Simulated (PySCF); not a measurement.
Compound: C3H3FO2.
SMILES with atom numbers: `[O:1]=[C:2]([OH:3])/[CH:4]=[CH:5]\[F:6]` (hydrogens: H7 on O3; H8 on C4; H9 on C5)

Method: PBE0-D3(BJ)/def2-SVP geometry optimisation, gas phase (PySCF 2.14.0); density fitting, grid level 1; the optimiser is geomeTRIC in internal coordinates, started from a GFN2-xTB structure with every atom displaced at random (about 0.01 Å).

Step 3: E = -9952.3780 eV
```
atom  x, y, z in Å  |  force x, y, z in eV/Å
O1      1.5415   -1.5319   -0.0663   -0.162  -0.014  -0.015
C2      0.9035   -0.5173   -0.2141    0.260  -0.152   0.039
O3      1.4789    0.6892   -0.1709   -0.070   0.142  -0.022
C4     -0.5510   -0.5074   -0.4504    0.132   0.190   0.016
C5     -1.3470    0.5540   -0.6199   -0.088  -0.039   0.012
F6     -0.9595    1.8107   -0.6135    0.101  -0.120   0.018
H7      2.4225    0.5261   -0.0097   -0.093  -0.002  -0.015
H8     -1.0052   -1.4976   -0.4807   -0.056   0.014  -0.004
H9     -2.4261    0.4567   -0.7765   -0.022  -0.018  -0.027
```

Step 4: E = -9952.3682 eV
```
atom  x, y, z in Å  |  force x, y, z in eV/Å
O1      1.5173   -1.5632   -0.0653    0.229   0.404   0.019
C2      0.9170   -0.5264   -0.2108   -0.493  -0.036  -0.061
O3      1.4675    0.6930   -0.1769    0.314  -0.274   0.056
C4     -0.5364   -0.4950   -0.4463   -0.276  -0.227  -0.034
C5     -1.3497    0.5517   -0.6172    0.263   0.000   0.031
F6     -0.9485    1.8027   -0.6026   -0.070   0.104  -0.019
H7      2.4127    0.5514   -0.0170    0.067   0.060   0.008
H8     -0.9955   -1.4829   -0.4794   -0.039  -0.033  -0.006
H9     -2.4269    0.4511   -0.7866    0.005   0.000   0.005
```

Step 5: E = -9952.3810 eV
```
atom  x, y, z in Å  |  force x, y, z in eV/Å
O1      1.5310   -1.5446   -0.0672    0.035   0.175   0.008
C2      0.9081   -0.5210   -0.2132   -0.090  -0.112  -0.018
O3      1.4692    0.6929   -0.1729    0.096  -0.069   0.013
C4     -0.5458   -0.5053   -0.4495   -0.018   0.017  -0.001
C5     -1.3453    0.5522   -0.6193    0.018  -0.023   0.025
F6     -0.9462    1.8043   -0.6105    0.017  -0.010   0.000
H7      2.4135    0.5410   -0.0121   -0.004   0.026  -0.002
H8     -1.0022   -1.4946   -0.4803   -0.048   0.001  -0.003
H9     -2.4248    0.4577   -0.7771   -0.005  -0.006  -0.022
```

Q: Estimate the geometry and energy of step 6. (The exact step hangs on the optimiser's Hessian estimate; all steps are aligned on step 5, rigid shifts and turns removed.)

A: E = -9952.3816 eV, largest force 0.101 eV/Å
```
atom  x, y, z in Å  |  force x, y, z in eV/Å
O1      1.5387   -1.5363   -0.0630   -0.030  -0.027   0.001
C2      0.9059   -0.5209   -0.2128    0.039   0.022   0.017
O3      1.4711    0.6915   -0.1762   -0.032   0.048  -0.012
C4     -0.5486   -0.5062   -0.4480   -0.025  -0.098   0.002
C5     -1.3485    0.5501   -0.6171    0.089   0.025   0.004
F6     -0.9395    1.7985   -0.6013   -0.047   0.042  -0.014
H7      2.4149    0.5403   -0.0159    0.006  -0.010   0.001
H8     -1.0097   -1.4937   -0.4814   -0.006  -0.005  -0.002
H9     -2.4269    0.4592   -0.7863    0.007   0.004   0.003
```

The energy changes by -0.0006 eV. The first-order estimate −F·Δx gives -0.0030 eV and the mean of the old and new forces, exact on a quadratic surface, -0.0008 eV. The step makes an angle of 61° with the force vector and moves no atom by more than 0.013 Å.

The cost below is that of the whole optimisation. Hardware: one thread of an Arm Neoverse V1, shared host. Cost: 29 s, 0.40 GiB resident at most.
